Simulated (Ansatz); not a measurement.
```yaml
crystal:
  periodic: [false, false, false]
  atoms:
    - {symbol: C, position_ang: [-1.633880, 0.847798, 0.620608]}
    - {symbol: C, position_ang: [-0.415840, 0.482131, -0.155933]}
    - {symbol: C, position_ang: [0.428628, -0.491332, 0.161586]}
    - {symbol: C, position_ang: [1.646684, -0.856977, -0.614939]}
    - {symbol: H, position_ang: [-2.536951, 0.756213, 0.008406]}
    - {symbol: H, position_ang: [-1.590675, 1.887903, 0.959742]}
    - {symbol: H, position_ang: [-1.752812, 0.209347, 1.498455]}
    - {symbol: H, position_ang: [-0.217072, 1.069664, -1.052044]}
    - {symbol: H, position_ang: [0.229841, -1.078871, 1.057690]}
    - {symbol: H, position_ang: [2.549673, -0.765939, -0.002544]}
    - {symbol: H, position_ang: [1.603246, -1.896912, -0.954583]}
    - {symbol: H, position_ang: [1.765957, -0.218122, -1.492445]}
basis:
  gaussian: {orbitals: 6-31G, fitting: {mean_field: def2-universal-jkfit}, final_grid: {core_spheres: 8, valence_spheres: 7, degree: 23}}
hamiltonian: {xc: {name: M06-2X}}
output: {forces: true}
```

```sh
$ ansatz run in.yaml --threads 4 --pin off --events-out ev --progress --plain --max-ram 10444MiB
```

It prints (some lines left out):

```
Error: YAML parse error: error: line 18 column 19: hamiltonian.xc: no functional is named "M06-2X"; the names, which are not case-sensitive, are SVWN5, SPW92, PBE, PBE0, PBEsol, revPBE, revPBE0, RPBE, rPW86-PBE, HSE06, wPBEh, LC-wPBE, HISS, HF, BLYP, B3LYP, B3LYP5, BHLYP, CAM-B3LYP, r2SCAN, r2SCANh, r2SCAN0, r2SCAN50, m-r2SCAN, B97, wB97, wB97X, wB97X-V, B97M-V, wB97M-V, B2PLYP, B2GP-PLYP, PBE0-DH, PBE-QIDH
16 | basis:
17 |   gaussian: {orbitals: 6-31G, fitting: {mean_field: def2-universal-jkfit}, final_gr…
18 | hamiltonian: {xc: {name: M06-2X}}
19 | output: {forces: true}
```

In this input the method's name isn't one that the program takes here. The program refused the input.
